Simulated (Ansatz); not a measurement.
## Ansatz (development build ahead of 0.2.0) run

```yaml
crystal:
  periodic: [false, false, false]
  atoms:
    - { symbol: O, position_ang: [0.0, 0.0, -0.47988] }
    - { symbol: O, position_ang: [0.0, 0.0, 0.47988] }
basis:
  gaussian: { orbitals: cc-pVTZ }
total_charge: 1
magnetization:
  initial_magnetization: 1
hamiltonian:
  xc: hf
correlation:
  method: bccd_t
  frozen_orbitals: { O: 1 }
```

The input is written out in the form of the current development build from the run's settings. Correlation on restricted open-shell orbitals is semicanonical, with singles.

The run gave:

* Converged: yes
* Reference energy (starting determinant): -149.18209 hartree
* Correlation energy: -0.42828 hartree
* Total energy: -149.61037 hartree
